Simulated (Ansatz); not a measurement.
Relaxed structures of CH₆AlSi (charge -1), closed shell (PBE0-D4/def2-TZVPD; forces vanish, vibrations not checked; lower isomers may exist, and structures with a doubtful reference or unclear bonds are left out; Å). Computed with Ansatz 0.2.0 (basis: def2-TZVPPD); correlated methods freeze the cores.

**Question.** Rank them by CCSD(T) energy, lowest first, and give each one's height above the lowest. Links in brackets join atoms within 1.22 times the sum of their covalent radii (1.1 for two metals). (An estimate is asked for; the value comes from the calculation.)
A.
CH₆AlSi ([CH2]1[AlH2][SiH2]1), total charge -1
```
9
angstrom
C -0.8230 0.1360 -0.4874
Si 0.9854 0.7633 -0.2894
Al -0.0573 -1.0341 0.9491
H -1.0498 -0.3056 -1.4606
H -1.5925 0.8646 -0.2221
H 1.0050 2.2375 0.0403
H 1.7228 0.6915 -1.6061
H 0.3166 -2.5694 0.5907
H -0.5073 -0.7837 2.4855
```
B.
CH₆AlSi ([AlH2][CH][SiH3]), total charge -1
```
9
angstrom
C -0.1329 -0.2938 -0.4563
Si 1.0787 1.0246 -0.5203
Al -0.2728 -1.5190 0.9144
H -0.8275 -0.3564 -1.2976
H 1.9880 1.0255 0.6771
H 0.5605 2.4518 -0.5771
H 2.0380 1.0392 -1.6985
H -1.3834 -2.7065 0.9486
H 0.6894 -1.5383 2.2165
```
C.
CH₆AlSi ([AlH][CH2][SiH3]), total charge -1
```
9
angstrom
C -0.6891 -0.0128 -0.4565
Si 0.8883 0.9058 -0.2472
Al -0.6451 -1.2623 1.2041
H -0.7666 -0.5499 -1.4041
H -1.5326 0.6823 -0.3632
H 0.7259 2.2174 0.4497
H 1.6420 1.2333 -1.5176
H 1.8961 0.1091 0.5384
H -0.3398 0.0481 2.2408
```

**Answer.** The calculation gives: A (0.0 kJ/mol), B (13.7 kJ/mol), C (41.2 kJ/mol). Heights count from the lowest.

T1 diagnostic: at most 0.016. The restricted Hartree–Fock reference is unstable towards an unrestricted one at one or more of these structures.

For scale, one of the runs: CCSD(T)/def2-TZVPPD, 235 basis functions, launched by `ansatz run in.yaml --threads 2 --pin off --events-out ev --progress --plain --max-ram 4352MiB`. Hardware: 2 CPU threads of an Arm Neoverse V2, shared host. Wall time 63 s; peak host memory 3.8 GiB.
